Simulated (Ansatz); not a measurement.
Results of PBE (Ansatz, a program for electronic structure, plane waves, PAW) for rock-salt HfN.

Settings: plane-wave cutoff 520 eV, 16×16×16 k mesh, Fermi–Dirac smearing 0.1 eV, perturbation theory, scalar-relativistic PAW data made under PBE.

The cell has the measured lattice: a = b = c = 4.5200 Å, α = β = γ = 90.00°.

What does this level give for the zone-centre TO phonon frequency?


- zone-centre TO phonon frequency: 496 cm⁻¹

Note: the cell isn't this level's own, so it is under some stress, which shifts stiffness and frequencies.

Spin–orbit coupling is not included.

It cost very roughly 18 core-minutes of CPU time.
